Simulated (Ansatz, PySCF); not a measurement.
CH3F, SMILES CF.

Coordinates come from a B3LYP-D3(BJ)/def2-TZVP optimisation.

Vertical ionisation energy (IE) and electron affinity (EA) in eV. Rows of orbital energies are one-electron estimates. Where ΔSCF, EOM or ADC give a negative EA the extra electron is unbound and the value depends on the basis.

```
level                                                                    IE     EA
--------------------------------------------------------------------  -----  -----
−ε(HOMO), −ε(LUMO), B3LYP/def2-TZVPD (PySCF)                           9.67  -0.19
−ε(HOMO), −ε(LUMO), CAM-B3LYP/def2-TZVPD (PySCF)                      11.46  -0.97
−ε(HOMO), −ε(LUMO), PBE/def2-TZVPD (PySCF)                             8.06   0.09
ADC(2)/aug-cc-pVDZ (PySCF)                                            12.01  -0.79
ΔSCF, PBE0/def2-TZVPD (Ansatz), final states of multiplicity 2 and 2  13.00  -1.48
ΔSCF, PBE/def2-TZVPD (Ansatz), final states of multiplicity 2 and 2       ?      ?
```

Question: What belongs in the gaps? (The exact figures need the calculation; the answer reports its results.)

Answer: 
- ΔSCF, PBE/def2-TZVPD (Ansatz, a program for electronic structure), final states of multiplicity 2 and 2, IE: 12.70
- ΔSCF, PBE/def2-TZVPD (Ansatz), final states of multiplicity 2 and 2, EA: -1.39

Question: What vertical singlet–triplet gap does ΔSCF give with PBE0/def2-TZVPD (Ansatz) and with PBE/def2-TZVPD (Ansatz)? (An estimate is asked for; the answer gives what the named calculation found.)

Answer: 8.87 and 8.40 eV (triplet above singlet where positive).

Computed lowest 1s main lines (those of the lightest heavy element) from CVS-ADC(2)-x/aug-cc-pVDZ (PySCF, non-relativistic), with pole strengths:
294.7 eV (1.53).

Question: Beyond the first one, list the lowest photoelectron lines from ADC(2)/aug-cc-pVDZ (PySCF) with their pole strengths (two spins summed). (The exact figures need the calculation; the answer reports its results.)

Answer: 15.96 eV (1.77), 16.28 eV (1.81), 16.28 eV (1.81), 23.50 eV (1.78).
